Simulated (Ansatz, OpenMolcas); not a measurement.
# CH7AlSi (SMILES [CH3][AlH][SiH3]): methods side by side

CH7AlSi: 10 atoms, total charge 0, spin state singlet. As SMILES, `[CH3][AlH][SiH3]`. Geometry: relaxed at PBE0-D4/def2-TZVP.

| atom | x (Å) | y (Å) | z (Å) |
| --- | --- | --- | --- |
| C | -1.4284 | 0.9672 | -0.7924 |
| Al | 0.4091 | 0.3095 | -0.7209 |
| Si | 1.1617 | -1.1073 | 1.1454 |
| H | -1.9092 | 0.6593 | -1.7275 |
| H | -2.0506 | 0.6241 | 0.0366 |
| H | -1.4380 | 2.0630 | -0.7904 |
| H | 1.4169 | 0.7092 | -1.8877 |
| H | 0.3349 | -2.3476 | 1.2410 |
| H | 1.0002 | -0.3950 | 2.4485 |
| H | 2.5866 | -1.5336 | 1.0504 |

Each level gives the energy change with the Si3–H9 bond stretched from 1.494 to 1.942 Å (eV). The values are calculated.

```tsv
level	kind	program	value (eV)	less CCSD(T)/cc-pVDZ	CPU time (all runs)
SVWN5/cc-pVDZ (restricted)	LDA	OpenMolcas	0.82	-0.10	37 s
PBE/cc-pVDZ (restricted)	GGA	OpenMolcas	0.81	-0.11	52 s
M06-L/cc-pVDZ (restricted)	meta-GGA	OpenMolcas	0.95	+0.03	70 s
B3LYP/cc-pVDZ (restricted)	global hybrid	OpenMolcas	0.89	-0.03	52 s
PBE0/cc-pVDZ (restricted)	global hybrid	Ansatz	0.91	-0.01	16 s
HSE06/cc-pVDZ (restricted)	range-separated hybrid	Ansatz	0.91	-0.01	17 s
PBE-QIDH/cc-pVDZ (restricted)	double hybrid	Ansatz	1.00	+0.08	23 s
RPA@PBE0/cc-pVDZ (restricted)	RPA	Ansatz	0.94	+0.02	25 s
MP2/cc-pVDZ (restricted)	perturbation theory	OpenMolcas	1.00	+0.08	11 s
CCSD(T)/cc-pVDZ (restricted)	coupled cluster or CI	Ansatz	0.92	0.00	23 s
```

Differences are taken from CCSD(T)/cc-pVDZ (restricted) for orientation; it has basis-set and higher-order errors of its own. The first shape isn't each level's own minimum. The values span 0.81 to 1.00 eV. Times are those of the runs behind each value, whatever else they computed, on shared processors of several kinds: orders of magnitude only.
